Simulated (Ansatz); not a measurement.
# Property card for CuO

Method: DFT PBEsol, scalar-relativistic, plane waves, PAW (Ansatz).

Plane waves to 420 eV, a k mesh through Γ of 16×16×8 on the computed 4-atom cell and Gaussian smearing (0.10 eV); no spin polarisation.

The structure is relaxed at this level of theory with its symmetry kept. This form isn't the usual stable structure of the compound.

```xyz
4
Lattice="2.0415 -2.0450 0.1616 2.0415 2.0450 0.1616 -0.4005 0.0000 5.0761" Properties=species:S:1:pos:R:3 pbc="T T T"
Cu    0.9965    1.0223    0.0883
Cu    0.7962   -1.0223    2.6264
O     1.9172    0.0004    1.4382
O     1.7170   -0.0004    3.9762
```

| Item | Value |
| --- | --- |
| Space group | P4_2/mmc (No. 131) |
| Volume per atom | 72.0 bohr³ |
| Formation energy from the elements' standard states (uncorrected) | -0.611 eV/atom |
| Kohn–Sham band gap | none (metal) |
| Density of states at the Fermi level | 2.18 states/eV per cell |
| Löwdin character within 0.5 eV of the Fermi level | Cu 3d 51 %, O 2p 44 % |
| Bader charges (e) | Cu (2 in the cell) 0.97, O (2 in the cell) -0.97 |

Spin polarisation was left out, and a magnetic state may lie lower.

A ferromagnetic start lost its moments in a first run, so spin was left out; other magnetic orders weren't tried.